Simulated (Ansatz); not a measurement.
Rock-salt SrO: Voigt–Reuss–Hill bulk modulus by level of theory

No measured value is used here.

| level (code) | value (GPa) | cell (Å³/atom) |
|---|---|---|
| B3LYP (VWN-RPA form) (Ansatz) | 88.4 | 17.58 |
| LC-ωPBE (Ansatz) | 94.7 | 17.10 |
| r²SCAN0 (Ansatz) | 98.4 | 16.94 |
| r²SCANh (Ansatz) | 95.5 | 17.08 |
| Hartree–Fock (Ansatz) | 92.6 | 17.80 |

Each level is taken at its own relaxed cell. Cutoffs differ between the levels. Ansatz's density-functional and Hartree–Fock values are scalar-relativistic unless marked +SOC, with PAW data made under PBE.

Ansatz is an electronic-structure program.
